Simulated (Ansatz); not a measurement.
**BSiHO (triplet): wave-function methods side by side, def2-TZVPP**

One table from this session's results is given with a row withheld; the runs are named, their logs left out.

The runs use Ansatz 0.2.0, Gaussian basis; def2-TZVPP, core rule «outside noble gas», up to 7 orbitals frozen.

Plan: UHF; ROHF; CCSD(T) on UHF.

2 further runs of the same task are left out: 2 set aside as unsound or not needed.

### The geometry

The geometry is a PBE0/def2-TZVP stationary point (not a proven minimum) of the parent state, kept for this charge and spin.

4 atoms, charge 0, spin multiplicity 3.

Atoms are counted from 1 here; the program's logs count them from 0.

Bond lengths: O1–B2 1.313 Å, O1–H4 0.965 Å, B2–Si3 1.902 Å. Angles: B2–O1–H4 116.2°, O1–B2–Si3 177.9°.

Set-up of the first run:

Contents of in.yaml:

```yaml
crystal:
  periodic: [false, false, false]
  atoms:
    - {symbol: O, position_ang: [0.000097, -0.255729, 1.012341]}
    - {symbol: B, position_ang: [-0.000206, -0.182340, -0.298446]}
    - {symbol: Si, position_ang: [0.000052, -0.146758, -2.200308]}
    - {symbol: H, position_ang: [0.000057, 0.584827, 1.486413]}
basis:
  gaussian: {orbitals: def2-TZVPP}
magnetization: {spin_polarized: true, initial_magnetization: 2}
hamiltonian: {xc: hf}
output: {orbitals: {seedname: orbitals}}
```

Started as:

```sh
> ansatz run in.yaml --threads 1 --pin off --events-out ev --progress --plain --max-ram 4096MiB --backend cpu
```

Among the steps run: UHF; ROHF; CCSD(T) on UHF.

One of the session's tables, all rows but one given; the rest of the session is left out.

| method | from UCCSD(T) (kcal/mol) |
| --- | --- |
| ROHF | +275.36 |
| UHF | +272.16 |
| UMP2 | ? |
| UCCSD | +11.53 |
| UCCSD(T) | 0 |

Q: Estimate the row for UMP2 from the others.

As computed: from UCCSD(T) (kcal/mol): +27.08. In the column «from UCCSD(T) (kcal/mol)» it lies between UCCSD (+11.53) and UHF (+272.16).
